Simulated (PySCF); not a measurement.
Compound: phosphabenzene, C5H5P.
SMILES: `c1ccpcc1`

The closed-shell ground state was solved at several levels (PySCF, density fitting, gas phase, non-relativistic). Geometry: PBE0-D3(BJ)/def2-SVP; no solvent, vibrations or thermal averaging.

```
            level  basis functions  HOMO (eV)  LUMO (eV)  gap (eV)  dipole (D)
   B3LYP/pcSseg-2              293      -6.94      -1.69      5.25        1.64
    PBE0/pcSseg-2              293      -7.16      -1.53      5.63        1.71
mPW1PW91/pcSseg-2              293      -7.17      -1.54      5.63        1.70
     KT2/pcSseg-2              293      -6.28      -2.30      3.98        1.66
   B97-D/pcSseg-2              293      -6.17      -2.23      3.94        1.67
```

Q: Estimate the row for KT3/pcSseg-2, a basis of 293 functions; the other rows only guide the guess.

A: HOMO -6.26 eV, LUMO -2.28 eV, gap 3.98 eV, dipole 1.65 D.

Q: In the pcSseg-2 basis, how does the gap go with the fixed share of exact exchange?

A: B97-D (0 %) 3.94 eV; KT3 (0 %) 3.98 eV; KT2 (0 %) 3.98 eV; B3LYP (20 %) 5.25 eV; PBE0 (25 %) 5.63 eV; mPW1PW91 (25 %) 5.63 eV. Each rise in the share widens the gap here.

Q: How far do the dipole and the HOMO energy spread over the levels?

A: The dipole runs from 1.64 to 1.71 D (mean 1.67 D) and the HOMO from -7.17 to -6.17 eV.
